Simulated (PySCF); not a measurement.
## PH and its ions

UHF-CCSD(T); basis P 6-31G(d,p), H 6-31G(d,p); no relativity; PySCF 2.14. Neutral (UHF): triplet (π ↑↑), Re = 1.425 Å, ωe = 2389 cm⁻¹, De = 2.80 eV.

PH⁺ (UHF): doublet (π ↑), Re = 1.420 Å, ωe = 2458 cm⁻¹, De = 3.12 eV to P⁺ + H. The energies at the minima are -341.36306 hartree for PH and -341.00345 for PH⁺.

Q: Work out the adiabatic ionisation energy, without and with harmonic zero-point energies (1 hartree = 27.2114 eV, 1 eV = 8065.5 cm⁻¹), and the change of the bond length.

A: At UHF-CCSD(T): 0.35961 hartree = 9.785 eV between the minima; the zero-point term (2458.0 − 2389.0)/2 cm⁻¹ = +0.004 eV makes it 9.790 eV. Re changes by -0.5 pm against the neutral. The electron leaves a π orbital, which is non-bonding in a hydride.

Correlated steps freeze 5 core orbitals. Correlated levels converge slowly with the basis: in double zeta they bind strong bonds too weakly, by up to about 1 eV, and carry superposition errors of some tenths. For an ion De counts to the pair picked by the measured ionisation energies or electron affinities, which need not be the lowest pair at this level. States were picked by a PBE0 search and need not be the measured ground states.
